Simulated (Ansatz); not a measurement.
Species: CH3, net charge 0, doublet state. 
Structure (B3LYP-D3(BJ)/def2-TZVP (Ansatz, a first-principles code) minimum search):
```xyz
4

C      0.0000     0.0000     0.0000
H      0.0036     1.0786    -0.0270
H      0.9326    -0.5425     0.0110
H     -0.9362    -0.5361     0.0160
```
Charge 0, spin multiplicity 2.

Question: Give the harmonic wavenumbers at B3LYP-D3(BJ)/def2-TZVP (Ansatz, finite differences of forces, unscaled).

Answer: 537, 1409, 1409, 3113, 3289, 3289 cm⁻¹. Zero-point energy 18.7 kcal/mol.

Question: From these and the geometry, give the ideal-gas thermochemistry at 298.15 K and 1 atm (rigid rotor, harmonic oscillator).

Answer: Point group D3h, rotational symmetry number 6. Rotational constants 287.1, 287.1, 143.6 GHz. S(trans) 34.07, S(rot) 10.41, S(vib) 0.61, S(elec, spin only) 1.38, S 46.5 cal/(mol K). H(298) - H(0) 2.50 kcal/mol; G - E(el) 7.3 kcal/mol.
